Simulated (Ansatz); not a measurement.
A nudged elastic band was laid between two geometries of AlFH2 + H3P (8 atoms, charge 0, multiplicity 1).

Computed with RKS PBE/def2-SVPD (Ansatz).

```yaml
movable_images: 7
climbing_image: yes
spring: 5.0 eV/Å²
optimiser: quadratic models (default)
start_path: through a guess of the saddle point
force_threshold: 0.2 eV/Å
iteration_limit: 60
end_points: relaxed
```

Initial state:

```xyz
8
Properties=species:S:1:pos:R:3
Al 0.000 -0.046 -0.029
F -0.084 0.525 1.580
H 1.445 -0.122 -0.689
H -1.384 -0.139 -0.813
P 0.134 -3.071 1.078
H -0.602 -2.269 0.111
H 1.422 -2.599 0.639
H 0.027 -2.079 2.116
```

Final state:

```xyz
8
Properties=species:S:1:pos:R:3
Al 0.105 -0.368 -0.164
F -0.120 0.077 1.894
H 1.500 0.330 -0.492
H -1.309 0.084 -0.744
P 0.203 -2.534 0.849
H -0.767 -3.340 0.178
H 1.400 -3.151 0.374
H -0.053 -0.897 2.097
```

**Question.** Which bonds break or form, and what moves?

**Answer.** Bonds broken: P5–H8. Bonds formed: Al1–P5, F2–H8. AlFH2 + H3P becomes AlFH5P.

**Question.** Give the energies along the band, and the barrier.

**Answer.** It converged. The highest image is number 6 of 0 to 8, 95.9 kJ/mol above the first end and 12.5 kJ/mol above the last; the last end lies 83.4 kJ/mol above the first. The threshold of 0.2 eV/Å is loose, so the images may lie well off the minimum-energy path. The order of the point at the top wasn't checked. The orbitals stay closed-shell, which can raise the energy where a bond breaks towards radicals; this wasn't checked here.

```csv
image,path coordinate (Å),energy (kJ/mol),P5–H8 (Å),Al1–P5 (Å),F2–H8 (Å)
0,0.00,0.0,1.44,3.22,2.66
1,0.37,0.2,1.44,3.20,2.50
2,0.73,0.6,1.45,3.22,2.42
3,1.10,2.5,1.45,3.19,2.18
4,1.47,19.6,1.47,2.93,1.79
5,1.84,70.5,1.61,2.69,1.42
6,2.20,95.9,1.86,2.52,1.08
7,2.57,88.2,2.02,2.43,1.00
8,2.93,83.4,2.07,2.39,1.00
```

**Question.** What is the geometry of the highest image?

**Answer.** 
```xyz
8
Properties=species:S:1:pos:R:3
Al 0.092 -0.416 -0.036
F -0.113 0.082 1.875
H 1.520 0.113 -0.501
H -1.306 -0.114 -0.736
P 0.185 -2.663 1.100
H -0.768 -2.999 0.080
H 1.378 -2.807 0.314
H -0.031 -0.996 1.895
```

Time of the run: 69 s on 4 threads of Arm Neoverse V1, on a shared host, peak memory 0.14 GiB.
